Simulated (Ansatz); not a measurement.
Reaction (formal loss of a carbene): `BOC` → `[CH2]` (triplet) + `BO`

Isolated molecules relaxed with PBE0-D4/def2-TZVP in Ansatz; ΔE leaves out vibrations. CCSD(T)/CBS adds triple-zeta CCSD(T) − MP2 to the extrapolated MP2 energy (def2 sets, frozen cores). This one scheme is used for every species. DFT in def2-TZVPP. HSE06 is defined as in plane-wave codes. Triplets are unrestricted, without spin–orbit coupling.

CCSD(T)/CBS gives +92.2 kcal/mol.

**Question.** Another level gave +91.0 kcal/mol. Which?
A. HSE06-D4/def2-TZVPP
B. PBE0/def2-TZVPP
C. BHLYP/def2-TZVPP
D. r2SCANh/def2-TZVPP

**Answer.** B. PBE0 91.0, HSE06-D4 92.0, r2SCANh 86.6, BHLYP 87.8 kcal/mol.

**Question.** What do rigid-rotor, harmonic-oscillator terms from PBE0-D4/def2-TZVP frequencies (298.15 K, 1 bar) make of the CCSD(T)/CBS value? (Estimate.)

**Answer.** Ansatz gave: ΔZPE = -6.9 kcal/mol, ΔH = +86.9 kcal/mol, ΔS = 158 J/(mol·K), ΔG = +75.6 kcal/mol. Open shells count their whole term as degenerate.

Largest T1 diagnostic among the species: 0.014.

From r2SCAN to r2SCAN0 (25 % exact exchange), in def2-TZVPP and without D4, ΔE moves by −1.4 kcal/mol. Leaving LDA and LC-ωPBE aside and taking each functional with its dispersion term where it has one, the values, not all of them listed here, spread over 9.7 kcal/mol, from r2SCAN0-D4 to ωB97X-V. LDA lies +17.1 kcal/mol from PBE without D4.
